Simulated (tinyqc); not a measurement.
G0W0 on RHF in the sto-3g basis, for H2O, spin multiplicity 1, step by step. One step of it, computed by the program tinyqc.

Problem. Iteration 8 (converged): orbitals. Diagonalise F' = X^T F X, C = X C', fill 5 alpha and 5 beta electrons from the bottom; D = 2 C_occ C_occ^T. Each column has its largest component positive (the first on a tie).

converged F (hartree), order 1O 1s, 1O 2s, 1O 2px, 1O 2py, 1O 2pz, 2H 1s, 3H 1s:
$$\begin{pmatrix}
-20.245421 & -5.162426 & 0.000000 & -0.000333 & -0.025798 & -0.900033 & -0.864178 \\
-5.162426 & -2.409128 & 0.000000 & -0.003551 & -0.075090 & -0.831872 & -0.808126 \\
0.000000 & 0.000000 & -0.383794 & 0.000000 & 0.000000 & 0.000000 & 0.000000 \\
-0.000333 & -0.003551 & 0.000000 & -0.240463 & -0.003779 & -0.373104 & 0.367134 \\
-0.025798 & -0.075090 & 0.000000 & -0.003779 & -0.279566 & -0.316350 & -0.312021 \\
-0.900033 & -0.831872 & 0.000000 & -0.373104 & -0.316350 & -0.436770 & -0.246908 \\
-0.864178 & -0.808126 & 0.000000 & 0.367134 & -0.312021 & -0.246908 & -0.419945
\end{pmatrix}$$

X, order 1O 1s, 1O 2s, 1O 2px, 1O 2py, 1O 2pz, 2H 1s, 3H 1s:
$$\begin{pmatrix}
1.023702 & -0.137533 & 0.000000 & -0.000241 & -0.007377 & 0.019710 & 0.019232 \\
-0.137533 & 1.165866 & 0.000000 & 0.003105 & 0.071841 & -0.234760 & -0.225349 \\
0.000000 & 0.000000 & 1.000000 & 0.000000 & 0.000000 & 0.000000 & 0.000000 \\
-0.000241 & 0.003105 & 0.000000 & 1.080968 & 0.001361 & -0.187418 & 0.182504 \\
-0.007377 & 0.071841 & 0.000000 & 0.001361 & 1.035857 & -0.117175 & -0.113328 \\
0.019710 & -0.234760 & 0.000000 & -0.187418 & -0.117175 & 1.139223 & -0.059279 \\
0.019232 & -0.225349 & 0.000000 & 0.182504 & -0.113328 & -0.059279 & 1.131567
\end{pmatrix}$$

Give: F' = X^T F X; orbital energies; coefficients C; D after iteration 8.

Solution.

F' = X^T F X (hartree):
$$\begin{pmatrix}
-19.8701 & -2.6873 & 0.0000 & -0.0006 & -0.0527 & -0.1071 & -0.0982 \\
-2.6873 & -1.2980 & 0.0000 & 0.0022 & 0.1006 & -0.4250 & -0.4108 \\
0.0000 & 0.0000 & -0.3838 & 0.0000 & 0.0000 & 0.0000 & 0.0000 \\
-0.0006 & 0.0022 & 0.0000 & 0.0026 & -0.0007 & -0.4186 & 0.4117 \\
-0.0527 & 0.1006 & 0.0000 & -0.0007 & -0.1626 & -0.2954 & -0.2899 \\
-0.1071 & -0.4250 & 0.0000 & -0.4186 & -0.2954 & -0.0129 & -0.0665 \\
-0.0982 & -0.4108 & 0.0000 & 0.4117 & -0.2899 & -0.0665 & -0.0162
\end{pmatrix}$$

orbital energies (hartree): MO1 -20.2538, MO2 -1.2099, MO3 -0.5604, MO4 -0.4272, MO5 -0.3838, MO6 0.4787, MO7 0.6153

coefficients C, order 1O 1s, 1O 2s, 1O 2px, 1O 2py, 1O 2pz, 2H 1s, 3H 1s:
$$\begin{pmatrix}
0.9944 & -0.2386 & 0.0031 & 0.0926 & 0.0000 & 0.1153 & -0.0075 \\
0.0243 & 0.8809 & -0.0162 & -0.4760 & 0.0000 & -0.6952 & 0.0495 \\
0.0000 & 0.0000 & 0.0000 & 0.0000 & 1.0000 & 0.0000 & 0.0000 \\
0.0001 & 0.0036 & 0.5991 & -0.0084 & 0.0000 & 0.0487 & 0.9357 \\
0.0032 & 0.0867 & 0.0116 & 0.7638 & 0.0000 & -0.7156 & 0.0410 \\
-0.0048 & 0.1495 & 0.4539 & 0.3124 & 0.0000 & 0.6851 & -0.7812 \\
-0.0047 & 0.1438 & -0.4483 & 0.3284 & 0.0000 & 0.7564 & 0.6926
\end{pmatrix}$$

D after iteration 8, order 1O 1s, 1O 2s, 1O 2px, 1O 2py, 1O 2pz, 2H 1s, 3H 1s:
$$\begin{pmatrix}
2.1087 & -0.4603 & 0.0000 & 0.0006 & 0.1064 & -0.0203 & -0.0198 \\
-0.4603 & 2.0069 & 0.0000 & -0.0051 & -0.5745 & -0.0490 & -0.0449 \\
0.0000 & 0.0000 & 2.0000 & 0.0000 & 0.0000 & 0.0000 & 0.0000 \\
0.0006 & -0.0051 & 0.0000 & 0.7180 & 0.0016 & 0.5397 & -0.5416 \\
0.1064 & -0.5745 & 0.0000 & 0.0016 & 1.1822 & 0.5137 & 0.5161 \\
-0.0203 & -0.0490 & 0.0000 & 0.5397 & 0.5137 & 0.6521 & -0.1588 \\
-0.0198 & -0.0449 & 0.0000 & -0.5416 & 0.5161 & -0.1588 & 0.6589
\end{pmatrix}$$
